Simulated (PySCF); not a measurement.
Consider `C=P(C)(C)C` (C4H11P). Atom numbers as in the mapped SMILES `[CH2:1]=[P:2]([CH3:3])([CH3:4])[CH3:5]`.

Level of theory: ωB97X-D3(BJ)/ma-def2-TZVP single points in PySCF, grid level 2; every species was optimised with PBE0-D3(BJ)/def2-SVP. The prefix ma- adds one diffuse s and one diffuse p function on all atoms but H. Zero-point and thermal terms (298.15 K, 1 bar) come from unscaled PBE0-D3(BJ)/def2-SVP harmonic frequencies, with soft modes damped to free rotors in the entropy.

(1) What are the vertical and the adiabatic ionisation energy for forming the radical cation?

(2) Where does the unpaired spin of the relaxed radical cation sit?

(3) How far is −ε(HOMO) from the vertical value by ΔSCF?

Answers

(1) 6.82 eV vertical and 6.36 eV adiabatic, the latter with zero-point energy.

(2) C1 (carbon) 1.01 (intrinsic atomic orbital populations).

(3) −ε(HOMO) = 7.18 eV, which is 0.35 eV above the ΔSCF value.

Differences come from unrounded values, so a last digit can differ from that of the printed terms.
